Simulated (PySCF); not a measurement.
A PySCF script (with the pyscf-properties extension) for the NMR shieldings of 1-chloro-3-methoxypropane, C4H9ClO, on a PBE0-D3(BJ)/def2-SVP geometry:

```python
import basis_set_exchange as bse
import numpy as np
from pyscf import gto, dft
from pyscf.prop import nmr

atoms = """
C     1.910036   -1.278741    0.230432
O     1.063169   -0.252906   -0.181129
C    -0.280915   -0.630832   -0.252999
C    -1.110106    0.596431   -0.561959
C    -0.979164    1.686539    0.479841
Cl   -1.624530    1.172490    2.073664
H     1.643248   -1.656427    1.237288
H     2.933636   -0.880195    0.266490
H     1.893511   -2.137988   -0.469719
H    -0.433100   -1.400145   -1.038109
H    -0.614488   -1.072746    0.707935
H    -2.166307    0.306201   -0.676867
H    -0.776216    1.016201   -1.526655
H    -1.535481    2.588332    0.192724
H     0.076638    1.943919    0.634194
"""
names = dict.fromkeys(["C", "O", "Cl", "H"], "pcSseg-2")
basis = {el: gto.basis.parse(bse.get_basis(n, elements=[el], fmt="nwchem")) for el, n in names.items()}
mol = gto.M(atom=atoms, basis=basis, charge=0, verbose=0)
mf = dft.RKS(mol, xc="PBE")
mf.grids.level = 2
mf.grids.alignment = dft.numint.BLKSIZE   # the property module wants whole blocks of grid points
mf.conv_tol = 1e-9
mf.kernel()

calc = nmr.RKS(mf)   # GIAO
sigma = calc.kernel()   # uncoupled for a functional without exact exchange
for i, s in enumerate(sigma):   # ppm
    w = np.linalg.eigvalsh((s + s.T) / 2)
    print("%2d %-2s iso %8.1f  s11 %8.1f  s22 %8.1f  s33 %8.1f" % (i, mol.atom_pure_symbol(i), w.mean(), *w))
```

Problem. What are the results?

Solution. 
```
 0 C  iso    116.2  s11     81.7  s22     87.5  s33    179.4
 1 O  iso    299.8  s11    270.6  s22    300.5  s33    328.1
 2 C  iso    106.3  s11     74.8  s22     82.9  s33    161.2
 3 C  iso    140.9  s11    135.5  s22    138.1  s33    149.0
 4 C  iso    129.9  s11     93.3  s22    126.8  s33    169.5
 5 Cl iso    851.2  s11    663.6  s22    811.8  s33   1078.1
 6 H  iso     27.9  s11     23.9  s22     26.2  s33     33.5
 7 H  iso     27.4  s11     23.8  s22     24.8  s33     33.6
 8 H  iso     27.9  s11     24.1  s22     25.5  s33     33.9
 9 H  iso     27.8  s11     24.1  s22     27.0  s33     32.3
10 H  iso     27.3  s11     23.4  s22     28.4  s33     30.2
11 H  iso     29.5  s11     25.2  s22     28.4  s33     34.9
12 H  iso     29.1  s11     24.7  s22     27.5  s33     35.2
13 H  iso     27.6  s11     21.0  s22     27.4  s33     34.4
14 H  iso     27.1  s11     22.5  s22     26.6  s33     32.2
```

These numbers come from an equivalent density-fitted implementation of the same equations, which agrees with the script to about 0.01 ppm for H and up to a few tenths of a ppm for heavy atoms, so last digits may differ.

Problem. Turn these shieldings into chemical shifts. Referencing at the same level of theory: TMS for ¹³C (σ = 179.39 ppm) and ¹H (σ = 31.18 ppm); ¹⁷O (σ = 327.88 ppm) against H2O; ³⁵Cl (σ = 933.94 ppm) against HCl.

Solution. Averaging equivalent atoms: C 2: 73.1; C 0: 63.2; C 4: 49.5; C 3: 38.5; O 1: 28.1; Cl 5: 83; H 13/14: 3.83; H 9/10: 3.60; H 6/7/8: 3.47; H 11/12: 1.87 ppm. Experimental scales use liquid or dissolved standards, which lie at an offset from isolated H2O (liquid H2O: subtract about 36 ppm).

Size and cost of the density-fitted run: 349 basis functions, 65 s wall time on 1 thread of an Arm Neoverse V2, shared host.
